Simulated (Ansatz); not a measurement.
Relaxation of C₂H₅NS (9 atoms, charge 0, multiplicity 1), to a largest force component of 0.02 eV/Å in at most 50 steps.

Method: RKS CAM-B3LYP-D4/def2-SVP in Ansatz.

```xyz
9
Properties=species:S:1:pos:R:3:forces:R:3
N -0.391 0.907 -0.778 -4.44 3.28 -1.83
C 0.403 -0.116 -0.595 3.77 -0.34 -3.37
C 0.505 -0.889 0.474 6.38 -2.43 -0.19
S -0.282 -0.642 1.944 -1.99 0.91 3.28
H -0.713 1.067 -1.781 0.82 -0.23 1.71
H -1.250 0.946 -0.174 1.22 0.26 -0.24
H 1.055 -0.312 -1.462 -0.16 -0.30 0.21
H 1.282 -1.699 0.463 -0.92 0.27 -0.50
H -0.556 -0.640 0.433 -4.69 -1.42 0.94
```

Q: Where does it end, and by what steps?

A: The forces met the threshold. After 15 steps the energy has fallen by 3.684 eV; H9 moved furthest, 1.66 Å. Parted: C3–H9.

```csv
step,energy less start (eV),largest force component (eV/Å),accepted
0,0.0000,6.382,yes
1,-1.1435,2.617,yes
2,-1.6733,1.327,yes
3,-1.9077,0.902,yes
4,-2.0801,0.879,yes
5,-2.2889,1.444,yes
6,-2.6042,2.085,yes
7,-3.0036,2.301,yes
8,-3.4896,0.574,yes
9,-3.6225,0.666,yes
10,-3.6698,0.176,yes
11,-3.6809,0.191,yes
12,-3.6833,0.097,yes
13,-3.6841,0.068,yes
14,-3.6844,0.029,yes
15,-3.6845,0.015,yes
```

```xyz
9
Properties=species:S:1:pos:R:3
N -0.400 1.004 -0.924
C 0.503 -0.006 -0.770
C 0.640 -0.811 0.301
S -0.387 -0.620 1.735
H -0.604 1.345 -1.852
H -1.141 1.067 -0.235
H 1.199 -0.130 -1.607
H 1.446 -1.543 0.330
H -1.203 -1.684 1.547
```

Whether the end is a true minimum wasn't checked by a vibrational analysis.

The run took 18 s on 2 threads of Intel(R) Xeon(R) 6975P-C (Granite Rapids), with other jobs on the host, peak memory 0.21 GiB.
